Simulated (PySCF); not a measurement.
# Constants of AlCl⁺, step by step

State: ²Σ⁺, doublet, unpaired electrons σ ↑. De refers to Al⁺ + Cl. ROHF-based CCSD(T) in PySCF 2.14 with Al cc-pV(T+d)Z, Cl cc-pV(T+d)Z and Al cc-pV(Q+d)Z, Cl cc-pV(Q+d)Z (frozen core orbitals: 10; no relativity). Correlation energies are extrapolated as n⁻³ (n = 3, 4), Hartree–Fock as (n+1)·exp(−9√n). CV is the change on freezing 2 orbitals instead, in Al cc-pwCVTZ, Cl cc-pwCVTZ. SR is the spin-free X2C energy in Al cc-pVTZ-DK, Cl cc-pVTZ-DK less the non-relativistic one in Al cc-pVTZ, Cl cc-pVTZ.

```csv
Level,Re (Å),ωe (cm⁻¹),ωexe (cm⁻¹),αe (cm⁻¹),De (eV)
CCSD(T)/TZ,2.0311,601.4,3.00,0.00160,1.836
CCSD(T)/QZ,2.0224,611.3,2.98,0.00160,1.968
HF/CBS,2.0058,646.6,2.30,0.00139,1.590
MP2/CBS,2.0146,629.6,2.57,0.00147,2.295
CCSD/CBS,2.0133,625.2,2.89,0.00156,1.903
CCSD(T)/CBS,2.0184,616.7,2.95,0.00159,2.043
CCSD(T)/CBS+CV,2.0128,616.4,3.06,0.00163,1.983
CCSD(T)/CBS+CV+SR,2.0123,614.8,3.09,0.00164,1.957
```

Q: How much is left between CCSD(T)/QZ and the basis-set limit, and how much do the triples give at the limit?

A: CCSD(T)/CBS less CCSD(T)/QZ: -4.0 mÅ in Re, +5.4 cm⁻¹ in ωe and +0.075 eV in De. CCSD(T)/CBS less CCSD/CBS: +5.1 mÅ in Re, -8.5 cm⁻¹ in ωe and +0.140 eV in De.

Q: What do the later terms add?

A: CV: -5.6 mÅ in Re, -0.3 cm⁻¹ in ωe and -0.060 eV in De; SR: -0.5 mÅ in Re, -1.6 cm⁻¹ in ωe and -0.026 eV in De, each against the row above.

The T1 diagnostic is 0.021. The state was picked by a PBE0 search and need not be the measured ground state. Spin–orbit coupling, excitations beyond (T) and corrections to the Born–Oppenheimer picture are left out.

The whole job (state search and all basis sets along the bond) took about 35 min on 4 threads of Arm Neoverse V2 (shared host), peak memory 11 GiB.
